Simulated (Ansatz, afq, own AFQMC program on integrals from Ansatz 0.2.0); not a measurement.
Integrals from Ansatz 0.2.0, then the random walk in our own AFQMC program (afq).

```yaml
crystal:
  periodic: [false, false, false]
  atoms:
    - {symbol: Ge, position_ang: [0.000000, 0.000000, 0.000000]}
basis:
  gaussian: {orbitals: cc-pVDZ}
magnetization: {spin_polarized: true, initial_magnetization: 2}
correlation: {method: ccsd_t, electrons: outside_noble_gas, hamiltonian_folder: ham}
```

```sh
$ ansatz run in.yaml --threads 1 --pin off --events-out ev --progress --plain --max-ram 1382MiB
```

afq runs on the folder ham with

```
--method phaseless --trial hf --walkers 400 --populations 1 --least-time 40 --time-step 0.005 --steps-per-block 20 --equilibration-blocks 112 --max-blocks 600 --target-error 0.00072 --factor-cut 1e-05 --start spin_pure --seed 9746 --taylor-order 6
```

Times are imaginary, in 1/Eh. The walk had a cap of 404 s. Filled inner d shells are frozen with the cores.

Output of the walk:

```
orbitals 13  electrons 3 1  factors 69 of 193
reference energy -2075.29165726 Eh
CCSD correlation -0.05628720 Eh in 9 cycles, weight of the determinant in the CISD state 0.9478
energy of the start -2075.291729 Eh
 block  time / (1/Eh)  mean weight  energy / Eh
     1     0.100  1.0004  -2075.297885
     2     0.200  1.0006  -2075.303455
     3     0.300  0.9999  -2075.307560
     4     0.400  1.0002  -2075.311728
     5     0.500  0.9999  -2075.315130
     8     0.800  1.0004  -2075.324400
    13     1.300  1.0000  -2075.336015
    49     4.900  0.9999  -2075.348258
    85     8.500  0.9997  -2075.344991
   121    12.100  0.9995  -2075.347738
   157    15.700  1.0004  -2075.345988
   193    19.300  0.9999  -2075.347785
   229    22.900  1.0004  -2075.347425
   253    25.300  1.0002  -2075.356077
   265    26.500  0.9998  -2075.353397
   301    30.100  1.0001  -2075.346940
   337    33.700  1.0003  -2075.349370
   373    37.300  1.0007  -2075.346889
   409    40.900  1.0000  -2075.342849
   433    43.300  1.0006  -2075.337705
   445    44.500  1.0002  -2075.337718
   481    48.100  1.0005  -2075.349212
   505    50.500  1.0003  -2075.348549
blocks merged  error / Eh  count
     1  0.000190  400
     2  0.000258  200
     4  0.000352  100
     8  0.000469  50
    16  0.000634  25
    32  0.000818  12
energy -2075.347001 +/- 0.000634 Eh
(rows thinned)
```

The run failed at least one of its tests; the cautions name the faults. The second half of the sampling lies above the first by 2.6 errors of their difference, so the energy may still be moving and its error bar be too small.

Against this walk (error 17.2 meV) on the same determinant: CCSD(T) 45.1 meV lower, CCSDT(Q) 53.0 meV lower, full CI for this spin (own frozen core, lowest symmetry allowed) 44.1 meV lower, a separate phaseless walk with a CISD trial and standard settings 49.6 ± 17.3 meV lower. The error is statistical and leaves out the bias of the constraint. CCSDT(Q) is the surest value here, so the walk's 53 meV above it is most likely the bias of the constraint with this trial, which can have either sign.

Cautions: constraint bias not in the error; error not settled; no relativity below Rb; no spin-orbit coupling; inner d shell frozen.

The walk took 71 s on 1 thread of Arm Neoverse V1 (shared host). The log's last line is the phaseless energy.

CCSDT and higher add their correlation energy to the determinant of the CCSD(T) run, since their own runs factorise the integrals more tightly (a shift of under 2 meV). A walk keeps the symmetry of its determinant, which the program's search chose and which needn't be the lowest solution, so a lower state of the same spin and another symmetry isn't excluded.
